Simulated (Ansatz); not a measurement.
# C2H5Li: the cost of one run

Program: Ansatz 0.2.0. Level of theory: RHF/def2-TZVP. These are calculated values, not measurements.

## (1) The starting structure

SMILES `[Li][CH2]C`, 8 atoms, charge 0, spin multiplicity 1.

Atoms are counted from 1 here; the program's logs count them from 0.

Bond lengths: Li1–C2 2.007 Å, C2–C3 1.540 Å, C2–H4 1.119 Å, C2–H5 1.119 Å, C3–H6 1.114 Å, C3–H7 1.120 Å, C3–H8 1.114 Å. Angles: Li1–C2–C3 118.2°, Li1–C2–H4 108.6°, Li1–C2–H5 108.6°, C3–C2–H4 108.5°, C3–C2–H5 108.5°, H4–C2–H5 103.3°, C2–C3–H6 112.3°, C2–C3–H7 114.5°, C2–C3–H8 112.3°, H6–C3–H7 105.6°, H6–C3–H8 105.7°, H7–C3–H8 105.6°.

Geometry (Å):

```xyz
8
C2H5Li
Li   -1.6656    1.6249   -0.5044
C    -0.1772    0.2866   -0.6482
C     0.3065   -0.4037    0.6408
H    -0.4758   -0.5018   -1.3835
H     0.6996    0.7785   -1.1388
H     0.6827    0.3246    1.3949
H     1.1374   -1.1391    0.4908
H    -0.5075   -0.9700    1.1484
```

This geometry comes from a loose relaxation at PBE in a small basis, which is not shown.

## (3) Plan of the scan

- bond length Li1–C2: 15 values from 1.722 to 2.803 Å
- angle H4–C2–Li1: 15 values from 73.6 to 143.6 °

Nothing else is relaxed (all other coordinates rigid). Energies count from the relaxed molecule at the same level.

(The set-up runs are not shown.)

## (4) The run at bond length Li1–C2 = 1.799 Å, angle H4–C2–Li1 = 118.6°

File input.yaml:

```yaml
crystal:
  periodic: [false, false, false]
  atoms:
    - { symbol: Li, position_ang: [-1.655409, 1.615685, -0.501265] }
    - { symbol: C, position_ang: [-0.321372, 0.415965, -0.633241] }
    - { symbol: C, position_ang: [0.15823, -0.270868, 0.657897] }
    - { symbol: H, position_ang: [-0.447904, -0.435954, -1.308268] }
    - { symbol: H, position_ang: [0.538369, 0.900904, -1.105584] }
    - { symbol: H, position_ang: [0.522514, 0.451032, 1.387351] }
    - { symbol: H, position_ang: [0.968703, -0.985208, 0.500426] }
    - { symbol: H, position_ang: [-0.645734, -0.820963, 1.144714] }
basis:
  gaussian: { orbitals: def2-TZVP }
hamiltonian:
  xc: hf
output:
  forces: true
```

Command:

```
ansatz run input.yaml --threads 1 --pin off --max-ram 2560MiB --backend cpu --events-out ev --progress --plain --runs-dir out
```

**Question.** How long does this run take on 1 thread of Arm Neoverse N1, shared host, and how much memory does it need?

About 1.5 s, with a peak of 0.14 GiB.
